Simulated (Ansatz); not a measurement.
Relaxation of Li₂H₃ with UKS PBE0-D4/def2-TZVP.

```sh
$ ansatz run in.yaml --threads 4 --pin off --events-out ev --progress --plain --max-ram 3916MiB
```

```yaml
crystal:
  periodic: [false, false, false]
  atoms:
    - {symbol: Li, position_ang: [-0.099470, -0.481400, -0.974380]}
    - {symbol: Li, position_ang: [-0.151950, 0.437330, 0.987960]}
    - {symbol: H, position_ang: [-0.216470, -1.319960, 0.615420]}
    - {symbol: H, position_ang: [-0.750200, 1.137590, -0.556000]}
    - {symbol: H, position_ang: [1.218090, 0.226450, -0.073000]}
basis:
  gaussian: {orbitals: def2-TZVP}
magnetization: {spin_polarized: true, initial_magnetization: 1}
hamiltonian: {xc: pbe0, dispersion: d4}
scf: {omitted_lower_state_checks: [starts]}
output: {orbitals: {seedname: orbitals}}
relax: {f_tol: 0.02, max_steps: 100}
```

It took 4.2 s on 4 threads of Arm Neoverse V1 on a shared host.

Positions (Å) and forces (eV/Å) at steps 1, 2, 3, 4, 5, 6, 7, 8, 9, 10, 11 of 11:

```xyz
5
step=1 energy=-454.0274 eV
Li   -0.099   -0.481   -0.974   -0.365   -0.252   -0.350
Li   -0.152    0.437    0.988   -0.390    0.112    0.397
H    -0.216   -1.320    0.615    0.321    0.236   -0.108
H    -0.750    1.138   -0.556    0.382   -0.096    0.061
H     1.218    0.226   -0.073    0.052    0.000    0.000
5
step=2 energy=-454.1730 eV
Li   -0.221   -0.525   -1.012   -0.012   -0.010   -0.036
Li   -0.277    0.438    1.039   -0.015    0.022    0.029
H    -0.033   -1.270    0.596   -0.013    0.190   -0.090
H    -0.568    1.160   -0.560    0.038   -0.177    0.085
H     1.099    0.198   -0.063    0.003   -0.026    0.012
5
step=3 energy=-454.1839 eV
Li   -0.228   -0.532   -1.034    0.002    0.058    0.006
Li   -0.285    0.451    1.058    0.004    0.032   -0.048
H    -0.023   -1.189    0.558    0.087   -0.086    0.043
H    -0.550    1.096   -0.530   -0.069    0.096   -0.048
H     1.086    0.174   -0.052   -0.024   -0.100    0.046
5
step=4 energy=-454.2056 eV
Li   -0.233   -0.519   -1.036   -0.001    0.126   -0.039
Li   -0.290    0.461    1.049    0.001    0.110   -0.072
H     0.011   -1.178    0.554    0.157   -0.014    0.012
H    -0.578    1.112   -0.538   -0.160    0.035   -0.021
H     1.089    0.124   -0.029    0.003   -0.257    0.121
5
step=5 energy=-454.3800 eV
Li   -0.244   -0.481   -1.065    0.057    0.297   -0.084
Li   -0.301    0.508    1.038    0.060    0.253   -0.172
H     0.110   -1.077    0.509    0.408    0.004    0.010
H    -0.663    1.102   -0.536   -0.387    0.056   -0.038
H     1.097   -0.052    0.054   -0.138   -0.610    0.283
5
step=6 energy=-454.6372 eV
Li   -0.238   -0.432   -1.088    0.062    0.263   -0.097
Li   -0.296    0.557    1.015    0.065    0.241   -0.136
H     0.215   -1.001    0.476    0.511    0.084   -0.024
H    -0.757    1.102   -0.538   -0.295    0.001   -0.010
H     1.076   -0.226    0.135   -0.343   -0.589    0.267
5
step=7 energy=-454.8292 eV
Li   -0.221   -0.372   -1.110   -0.040    0.142   -0.177
Li   -0.278    0.612    0.984   -0.043    0.223    0.004
H     0.320   -0.932    0.446    0.219   -0.285    0.141
H    -0.866    1.092   -0.536   -0.031   -0.032    0.012
H     1.045   -0.401    0.217   -0.105   -0.049    0.020
5
step=8 energy=-454.8498 eV
Li   -0.215   -0.346   -1.128   -0.037    0.063   -0.096
Li   -0.272    0.642    0.976   -0.040    0.112    0.011
H     0.349   -0.962    0.461   -0.066   -0.232    0.108
H    -0.885    1.093   -0.537    0.000   -0.030    0.014
H     1.023   -0.427    0.228    0.143    0.087   -0.037
5
step=9 energy=-454.8565 eV
Li   -0.212   -0.326   -1.144    0.017   -0.002   -0.003
Li   -0.269    0.667    0.970    0.017    0.001    0.003
H     0.352   -1.000    0.479    0.009    0.058   -0.027
H    -0.898    1.093   -0.538   -0.018   -0.014    0.007
H     1.028   -0.435    0.232   -0.026   -0.043    0.020
5
step=10 energy=-454.8589 eV
Li   -0.170   -0.298   -1.158    0.011   -0.004    0.003
Li   -0.227    0.697    0.960    0.011   -0.005    0.002
H     0.321   -0.993    0.475   -0.026   -0.028    0.012
H    -0.948    1.056   -0.522   -0.010    0.008   -0.005
H     1.024   -0.462    0.245    0.014    0.028   -0.013
5
step=11 energy=-454.8591 eV
Li   -0.160   -0.294   -1.157    0.001    0.002    0.001
Li   -0.218    0.699    0.957    0.001    0.000   -0.002
H     0.312   -0.997    0.477    0.018    0.013   -0.006
H    -0.957    1.052   -0.520   -0.001    0.000    0.000
H     1.023   -0.460    0.244   -0.018   -0.014    0.006
```

In the doublet, H3 and H5 lie 0.92 Å apart (atoms count from 1), so these atoms are partly bonded to each other. Another isomer (doublet) lies 0.42 eV lower at PBE0-D4/def2-TZVP; other spin states weren't run for this one.
